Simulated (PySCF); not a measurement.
## Working with the constants of SiCl

UHF-CCSD(T) constants of SiCl, ²Π (doublet), unpaired electrons π ↑ (PySCF, no relativity, basis sets Si pcseg-1, Cl pcseg-1; masses 27.9769 and 34.9689 u):

```
ωe            : 518.1 cm⁻¹
ωexe          : 2.22 cm⁻¹
Be            : 0.24641 cm⁻¹
αe            : 0.00155 cm⁻¹
De to Si + Cl : 3.81 eV
```

**Question.** What force constant and bond length do these constants imply?

**Answer.** Reduced mass μred = 15.542 u; k = 5.8918×10⁻⁷·μred·ωe² (u, cm⁻¹, mdyn/Å) = 2.46 mdyn/Å; Re = √(16.8576/(μred·Be)) (u, cm⁻¹, Å) = 2.098 Å.

**Question.** Estimate the centrifugal constant D from the Kratzer relation and find the Dunham coefficient a1.

**Answer.** D = 4Be³/ωe² = 2.23e-07 cm⁻¹; a1 = −1 − αeωe/(6Be²) = -3.20.

Correlated steps freeze 10 core orbitals. Correlated levels converge slowly with the basis: in double zeta they bind strong bonds too weakly, by up to about 1 eV, and carry superposition errors of some tenths. The state was picked by a PBE0 search and need not be the measured ground state.
